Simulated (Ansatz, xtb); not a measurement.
## H5Si3+: 4 structures ranked

4 gas-phase structures of H5Si3+, found in a search over its isomers (lower ones may exist). Each was relaxed with GFN2-xTB:

A. a singlet given by its coordinates
B. the triplet with the links of `[SiH][SiH2][SiH2+]`
C. a singlet given by its coordinates
D. `[SiH][SiH2][SiH2+]`, a singlet

C (Å):

```xyz
8

Si   -0.4449    0.0081   -1.0094
Si    1.6631   -0.3732    0.0392
Si   -0.9838    1.7170   -2.5461
H     2.3504   -1.3669   -0.7809
H     1.3881   -0.8319    1.3965
H    -1.5546    0.2756   -0.0609
H     2.3557    0.9165    0.0160
H    -0.9238   -1.1294   -1.8326
```

Close contacts (Å): Si1–Si2 2.39, Si1–Si3 2.36, Si1–H6 1.48, Si1–H8 1.48, Si2–H4 1.46, Si2–H5 1.46, Si2–H7 1.46.

A (Å):

```yaml
atoms:
  - { symbol: Si, position_ang: [0.9975, -1.7322, -0.5019] }
  - { symbol: Si, position_ang: [-0.4244, 1.8974, 0.2551] }
  - { symbol: Si, position_ang: [1.3824, 0.3297, 0.3871] }
  - { symbol: H, position_ang: [0.8373, -2.6527, -1.6462] }
  - { symbol: H, position_ang: [-0.1410, 2.6595, -0.9624] }
  - { symbol: H, position_ang: [-1.7509, 1.2828, 0.1964] }
  - { symbol: H, position_ang: [-0.2739, 2.7138, 1.4610] }
  - { symbol: H, position_ang: [1.0202, -2.6825, 0.6239] }
```

Close contacts (Å): Si1–Si3 2.28, Si2–Si3 2.40, Si1–H4 1.48, Si1–H8 1.47, Si2–H5 1.46, Si2–H6 1.46, Si2–H7 1.46.

Estimate their order in r2SCAN-D4/def2-SVP//GFN2-xTB energy at these geometries, lowest first.

Calculated order at r2SCAN-D4/def2-SVP//GFN2-xTB: C (0.000), A (0.191), D (0.498), B (0.823) eV.

Energies above the lowest of each column, in eV (a dash: not run or not comparable):

| structure | GFN2-xTB | HF/STO-3G | r2SCAN-D4/def2-SVP//GFN2-xTB |
| --- | --- | --- | --- |
| C | 0.508 | 0.000 | 0.000 |
| A | 0.000 | 1.100 | 0.191 |
| D | 0.450 | 1.120 | 0.498 |
| B | – | 2.131 | 0.823 |

r2SCAN-D4/def2-SVP//GFN2-xTB puts C lowest; GFN2-xTB picks A. Some further structures that were screened fall inside this span and aren't listed. Flexible structures stand in one conformer each, not always the lowest. No reliable frequencies are at hand for these structures. GFN2-xTB has no spin polarisation and isn't compared across spin states. Open shells are spin-unrestricted.

Programs: Ansatz 0.2.0, xtb 6.7.1.
